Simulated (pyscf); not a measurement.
Structures and frequencies: ωB97X-D3(BJ)/def2-SVP in PySCF.

Question: `[CH3][O][CH3]` + `[CH3]` [doublet] → `[CH3][CH3]` + `[CH3][O]` [doublet]
Surface: doublet. Broken: C–O. Formed: C–C. Give ΔE‡ and ΔE from ωB97M-D3(BJ)/def2-TZVP, relative to the separated reactants.

Answer: ΔE‡ = 1.78 eV, ΔE = -0.42 eV. Zero-point energy shifts the barrier by +0.08 eV. It is a substitution at C, with an imaginary mode of 1273i cm⁻¹. From the product side, H₂C=O + H• + H₃C–CH₃ lies, by one bond made or cut, 1.00 eV under this saddle at ωB97M-D3(BJ). H₃C–O–CH₃ lies 0.49 eV over its isomer H₃C–CH₂–OH, and others may lie lower still (electronic energy, ωB97M-D3(BJ)). H₃C–O• lies 0.30 eV over its isomer •H₂C–OH, and others may lie lower still (electronic energy, ωB97M-D3(BJ)). One saddle was located; it need not be the lowest between these sides. The angle at the attacked C is 180°.
